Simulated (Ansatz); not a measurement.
Input file:

```yaml
crystal:
  periodic: [false, false, false]
  atoms:
    - {symbol: B, position_ang: [0.000000, -0.091982, 0.314337]}
    - {symbol: Al, position_ang: [0.000000, -0.033351, -1.805038]}
    - {symbol: H, position_ang: [0.000000, 0.125333, 1.490702]}
basis:
  gaussian: {orbitals: 6-31G}
magnetization: {spin_polarized: false, initial_magnetization: 1}
hamiltonian: {xc: {name: r2SCAN}}
correlation: {method: ccsdt_q_b, electrons: valence}
scf: {lower_state_search: full}
```

```sh
$ ansatz run in.yaml --threads 1 --pin off --events-out ev --progress --plain --max-ram 2393MiB
```

The program prints:

```
491 factors; integrals over basis functions are off by at most 1.5e-7 eV
mean field evaluation 1: about -7282.7452 eV, gradient 8.5e0 eV
mean field evaluation 2: about -7282.7397 eV, gradient 8.6e0 eV
mean field evaluation 4: about -7283.0347 eV, gradient 1.8e0 eV
mean field evaluation 8: about -7283.0876 eV, gradient 5.1e-1 eV
mean field evaluation 16: about -7283.0984 eV, gradient 1.6e-6 eV
mean field evaluation 32: about -7283.0984 eV, gradient 1.8e-3 eV
mean field evaluation 64: about -7283.0842 eV, gradient 2.0e-6 eV
mean field evaluation 96: about -7283.0984 eV, gradient 2.5e-2 eV
mean field evaluation 128: about -7283.0842 eV, gradient 2.3e-3 eV
mean field evaluation 160: about -7283.0842 eV, gradient 1.0e-4 eV
...
cycle  24  -2.67918821 eV  change   -4.6e-6 eV  update   1.7e-5
cycle  25  -2.67918510 eV  change    3.1e-6 eV  update   1.4e-5
cycle  26  -2.67918206 eV  change    3.0e-6 eV  update   1.1e-5
cycle  27  -2.67918454 eV  change   -2.5e-6 eV  update   7.2e-6
cycle  28  -2.67918639 eV  change   -1.9e-6 eV  update   4.3e-6
cycle  29  -2.67918733 eV  change   -9.4e-7 eV  update   2.7e-6
cycle  30  -2.67918660 eV  change    7.3e-7 eV  update   1.7e-6
cycle  31  -2.67918540 eV  change    1.2e-6 eV  update   1.2e-6
cycle  32  -2.67918468 eV  change    7.2e-7 eV  update   7.1e-7
cycle  33  -2.67918422 eV  change    4.6e-7 eV  update   4.4e-7
perturbative correction -0.00388995 eV, -0.0001429530 hartree
Total energy: -7268.64046330 eV, -267.1176101648 hartree
```

Ran on 1 thread of Arm Neoverse N1, shared host: 31 s wall, 0.11 GiB peak host memory.
